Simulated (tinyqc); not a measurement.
Worked calculation: MP2 on RHF in the sto-6g basis, for BH3, spin multiplicity 1. One step of it, computed by the program tinyqc.

Task: Orthogonalisation. S = U s U^T; symmetric (Loewdin) form X = U s^(-1/2) U^T, so that X^T S X = 1.

overlap S, order 1B 1s, 1B 2s, 1B 2px, 1B 2py, 1B 2pz, 2H 1s, 3H 1s, 4H 1s:
$$\begin{pmatrix}
1.000000 & 0.264891 & 0.000000 & 0.000000 & 0.000000 & 0.052707 & 0.052758 & 0.052758 \\
0.264891 & 1.000000 & 0.000000 & 0.000000 & 0.000000 & 0.416227 & 0.416433 & 0.416433 \\
0.000000 & 0.000000 & 1.000000 & 0.000000 & 0.000000 & 0.445790 & -0.223046 & -0.223046 \\
0.000000 & 0.000000 & 0.000000 & 1.000000 & 0.000000 & 0.000000 & 0.386160 & -0.386160 \\
0.000000 & 0.000000 & 0.000000 & 0.000000 & 1.000000 & -0.000340 & -0.000341 & -0.000341 \\
0.052707 & 0.416227 & 0.445790 & 0.000000 & -0.000340 & 1.000000 & 0.077274 & 0.077274 \\
0.052758 & 0.416433 & -0.223046 & 0.386160 & -0.000341 & 0.077274 & 1.000000 & 0.077370 \\
0.052758 & 0.416433 & -0.223046 & -0.386160 & -0.000341 & 0.077274 & 0.077370 & 1.000000
\end{pmatrix}$$

Give: eigenvalues of S; X.

Result:

eigenvalues of S: [0.3230, 0.4138, 0.4139, 0.9593, 1.0000, 1.5088, 1.5088, 1.8724]

X, order 1B 1s, 1B 2s, 1B 2px, 1B 2py, 1B 2pz, 2H 1s, 3H 1s, 4H 1s:
$$\begin{pmatrix}
1.0315 & -0.1682 & 0.0000 & 0.0000 & 0.0000 & 0.0238 & 0.0238 & 0.0238 \\
-0.1682 & 1.3099 & -0.0002 & 0.0000 & -0.0002 & -0.2779 & -0.2782 & -0.2782 \\
0.0000 & -0.0002 & 1.1581 & 0.0000 & 0.0000 & -0.3013 & 0.1508 & 0.1508 \\
0.0000 & 0.0000 & 0.0000 & 1.1581 & 0.0000 & 0.0000 & -0.2611 & 0.2611 \\
0.0000 & -0.0002 & 0.0000 & 0.0000 & 1.0000 & 0.0002 & 0.0002 & 0.0002 \\
0.0238 & -0.2779 & -0.3013 & 0.0000 & 0.0002 & 1.1968 & -0.0134 & -0.0134 \\
0.0238 & -0.2782 & 0.1508 & -0.2611 & 0.0002 & -0.0134 & 1.1971 & -0.0134 \\
0.0238 & -0.2782 & 0.1508 & 0.2611 & 0.0002 & -0.0134 & -0.0134 & 1.1971
\end{pmatrix}$$
